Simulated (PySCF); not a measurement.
## Fractional electron number in B (boron, neutral)

The 2p alpha orbital of [He] 2s2 2p1 is emptied in steps (occupation f), with all orbitals relaxed, ending at [He] 2s2. All numbers are calculated (PySCF 2.14, the non-relativistic Hamiltonian (point nucleus), in def2-SVP). The exact energy is a straight line in f; departures are measured from the line between the end points of the same method.

```tsv
f	UHF (eV)	LDA (eV)	PBE (eV)	PBE0 (eV)	r2SCAN (eV)	LC-wPBE (eV)	BHandHLYP (eV)	wB97X (eV)	CAM-B3LYP (eV)	B3LYP (eV)
1	0.000	0.000	0.000	0.000	0.000	0.000	0.000	0.000	0.000	0.000
0.8	0.092	-0.752	-0.747	-0.538	-0.680	-0.095	-0.340	-0.130	-0.326	-0.590
0.6	0.133	-1.139	-1.129	-0.811	-1.019	-0.143	-0.511	-0.194	-0.491	-0.888
0.4	0.129	-1.149	-1.136	-0.813	-1.018	-0.142	-0.510	-0.194	-0.492	-0.890
0.2	0.083	-0.771	-0.759	-0.542	-0.677	-0.093	-0.339	-0.128	-0.327	-0.593
0	0.000	0.000	0.000	0.000	0.000	0.000	0.000	0.000	0.000	0.000
```

```
   method  E(f=0) − E(f=1) (eV)  −ε at f=1 (eV)  −ε at f=0.4 (eV)
      UHF                 8.126           8.720             7.998
      LDA                 8.706           4.057             9.616
      PBE                 8.743           4.119             9.662
     PBE0                 8.727           5.381             9.399
   r2SCAN                 8.846           4.596             9.700
  LC-wPBE                 8.839           8.245             8.965
BHandHLYP                 8.665           6.543             9.094
    wB97X                 8.590           7.782             8.757
CAM-B3LYP                 8.801           6.770             9.212
    B3LYP                 8.819           5.154             9.556
```

Orbital energy along the path (eV):

| f | UHF | LDA | PBE | PBE0 | r2SCAN | LC-wPBE | BHandHLYP | wB97X | CAM-B3LYP | B3LYP |
| --- | --- | --- | --- | --- | --- | --- | --- | --- | --- | --- |
| 1 | -8.720 | -4.057 | -4.119 | -5.381 | -4.596 | -8.245 | -6.543 | -7.782 | -6.770 | -5.154 |
| 0.8 | -8.454 | -5.849 | -5.911 | -6.696 | -6.299 | -8.481 | -7.386 | -8.103 | -7.570 | -6.593 |
| 0.6 | -8.215 | -7.703 | -7.761 | -8.037 | -8.001 | -8.723 | -8.238 | -8.429 | -8.387 | -8.063 |
| 0.4 | -7.998 | -9.616 | -9.662 | -9.399 | -9.700 | -8.965 | -9.094 | -8.757 | -9.212 | -9.556 |
| 0.2 | -7.800 | -11.576 | -11.588 | -10.765 | -11.403 | -9.197 | -9.944 | -9.079 | -10.035 | -11.051 |
| 0 | -7.620 | -13.545 | -13.474 | -12.093 | -13.048 | -9.399 | -10.773 | -9.370 | -10.830 | -12.505 |

Reference removal energy between the ground levels: 8.298 eV (measured; NIST Atomic Spectra Database, ionization energies). The calculation has no spin-orbit coupling. UHF lacks correlation.
